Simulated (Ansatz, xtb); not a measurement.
# C4H6ClN: which of two isomers lies lower

Structure I is `C[C@@H](C#N)CCl`, a singlet and structure II is `N#CCCCCl`, a singlet. Both are isolated molecules in the gas phase, relaxed with B3LYP-D3(BJ)/def2-SVP; each stands in its lowest conformer found.

Q: Which of the two would you expect CCSD(T)/def2-SVP + ΔMP2/def2-TZVPP electronic energies to favour?

A: CCSD(T)/def2-SVP + ΔMP2/def2-TZVPP gives E(II) − E(I) = −0.037 eV, slightly favouring structure II, which is too small a margin to settle the true order.

How the difference moves with the method:

| level | geometry | E(II) − E(I) (eV) | departure from the last row (eV) | job, with rough time for the two |
| --- | --- | --- | --- | --- |
| GFN2-xTB | GFN2-xTB | −0.029 | +0.008 | optimisation, 0.36 s |
| HF/STO-3G | GFN2-xTB | −0.051 | −0.014 | single point, 1.2 s |
| r2SCAN-D4/def2-SVP | GFN2-xTB | −0.068 | −0.030 | single point, 7.5 s |
| B3LYP-D3(BJ)/def2-SVP | B3LYP-D3(BJ)/def2-SVP | −0.074 | −0.037 | optimisation, 93 s |
| HF/def2-SVP | B3LYP-D3(BJ)/def2-SVP | −0.077 | −0.039 | part of the CCSD(T) run |
| MP2/def2-SVP | B3LYP-D3(BJ)/def2-SVP | −0.019 | +0.019 | part of the CCSD(T) run |
| CCSD(T)/def2-SVP | B3LYP-D3(BJ)/def2-SVP | −0.027 | +0.011 | single point |
| CCSD(T)/def2-SVP + ΔMP2/def2-TZVPP | B3LYP-D3(BJ)/def2-SVP | −0.037 |  | single point, 1.7 min |

As drawn, both hold the same kinds of bond in the same numbers. Structure I has 1 methyl group, II 0.

The largest departure from CCSD(T)/def2-SVP + ΔMP2/def2-TZVPP is that of HF/def2-SVP, 0.039 eV. The last row adds to CCSD(T) the change of the MP2 difference between the two basis sets, here −0.011 eV.

With thermal terms from frequencies at re-optimised GFN2-xTB minima (ideal gas, soft modes damped towards free rotors, one conformer each, 298.15 K, 1 atm): on the last row, ΔE + ΔZPE = −0.027, ΔH = −0.035, ΔG = −0.025 eV.

The correlated steps freeze 10 core orbitals. Mirror images aren't counted in ΔG. Codes used: Ansatz 0.2.0, xtb 6.7.1; the last row on 2 threads of Intel(R) Xeon(R) Processor @ 2.50GHz (Skylake/Cascade Lake) on a shared host.
